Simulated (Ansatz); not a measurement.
**Worked example: vertical ionisation energy of CH4Si (SMILES [CH][SiH3])**

CH4Si: 6 atoms, total charge 0, spin state triplet. As SMILES, `[CH][SiH3]`. The coordinates come from a GFN2-xTB relaxation.

Both states at this one shape; open shells run unrestricted unless said. 1 Eh = 27.2114 eV.

```tsv
level	program	triplet CH4Si (Eh)	doublet CH4Si+ (Eh)
UBHLYP/STO-3G	Ansatz	-325.995371	-325.715465
UCCSDT(Q)/STO-3G, 6 core orbitals frozen	Ansatz	-325.318396	-325.061970
UCCSDT/STO-3G, 6 core orbitals frozen	Ansatz	-325.318374	-325.061887
```

Task: Work out the vertical ionisation energy at each level.

Result: 
1. UBHLYP/STO-3G: -325.715465 − (-325.995371) = 0.279906 Eh = 7.62 eV.
2. UCCSDT(Q)/STO-3G: -325.061970 − (-325.318396) = 0.256426 Eh = 6.98 eV.
3. UCCSDT/STO-3G: -325.061887 − (-325.318374) = 0.256487 Eh = 6.98 eV.

No measured value is set beside it here; the levels span 6.98 to 7.62 eV. Minimal sets are far from the basis-set limit.
